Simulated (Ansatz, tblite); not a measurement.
# (BeS)2 ring (Be₂S₂): removing and adding an electron

The task here is to estimate one member of a computed series from the others.

Method: as each input shows; program: Ansatz 0.2.0, Gaussian basis.

Plan: charge +1 doublet, at the geometry of the singlet (PBE0-D4/def2-TZVP, PBE-D4/def2-TZVP, r2SCAN-D4/def2-TZVP, CCSD(T)/def2-TZVPP); charge -1 doublet, at the geometry of the singlet (PBE0-D4/def2-TZVPD, PBE-D4/def2-TZVPD, r2SCAN-D4/def2-TZVPD, CCSD(T)/def2-TZVPD); the starting singlet's energies come from earlier runs.

### The geometry

The geometry is that of the singlet, from an earlier relaxation (PBE0-D4/def2-TZVP).

4 atoms, charge 0, spin multiplicity 1.

Atoms are counted from 1 here; the program's logs count them from 0.

Bond lengths: Be1–S2 1.924 Å, Be1–S4 1.924 Å, S2–Be3 1.924 Å, Be3–S4 1.924 Å. Angles: S2–Be1–S4 119.2°, Be1–S2–Be3 60.8°, S2–Be3–S4 119.2°, Be1–S4–Be3 60.8°.

The first run:

Input file in.yaml:

```yaml
crystal:
  periodic: [false, false, false]
  atoms:
    - {symbol: Be, position_ang: [-0.161954, 0.448602, -0.848337]}
    - {symbol: S, position_ang: [1.506172, 0.691891, 0.078107]}
    - {symbol: Be, position_ang: [0.161954, -0.448602, 0.848335]}
    - {symbol: S, position_ang: [-1.506172, -0.691890, -0.078105]}
basis:
  gaussian: {orbitals: def2-TZVP}
total_charge: 1
magnetization: {spin_polarized: true, initial_magnetization: 1}
hamiltonian: {xc: pbe0, dispersion: d4}
output: {orbitals: {seedname: orbitals}}
```

On the command line:

```bash
ansatz run in.yaml --threads 4 --pin off --events-out ev --progress --plain --max-ram 3916MiB
```

Steps of the session up to this table: Charge +1 doublet at the fixed geometry, PBE0-D4/def2-TZVP; Charge +1 doublet at the fixed geometry, PBE-D4/def2-TZVP; Charge +1 doublet at the fixed geometry, r2SCAN-D4/def2-TZVP; Charge +1 doublet at the fixed geometry, CCSD(T)/def2-TZVPP; Charge -1 doublet at the fixed geometry, PBE0-D4/def2-TZVPD; Charge -1 doublet at the fixed geometry, PBE-D4/def2-TZVPD; Charge -1 doublet at the fixed geometry, r2SCAN-D4/def2-TZVPD; Charge -1 doublet at the fixed geometry, CCSD(T)/def2-TZVPD.

One of the session's tables, all rows but one given; the rest of the session is left out.

It belongs to the step «Vertical electron affinity». 

| method | vertical electron affinity (eV) |
| --- | --- |
| HF/def2-TZVPD | 0.73 |
| PBE-D4/def2-TZVPD | 1.54 |
| r2SCAN-D4/def2-TZVPD | 1.55 |
| PBE0-D4/def2-TZVPD | 1.47 |
| MP2/def2-TZVPD | ? |
| CCSD/def2-TZVPD | 1.26 |
| CCSD(T)/def2-TZVPD | 1.33 |

**Question.** Estimate the row for MP2/def2-TZVPD.

**Answer.** vertical electron affinity (eV): 1.28. In the column «vertical electron affinity (eV)» it lies between CCSD/def2-TZVPD (1.26) and CCSD(T)/def2-TZVPD (1.33).

To keep in mind: The anion's highest level is positive in at least one run, so there the basis alone may hold the extra electron.
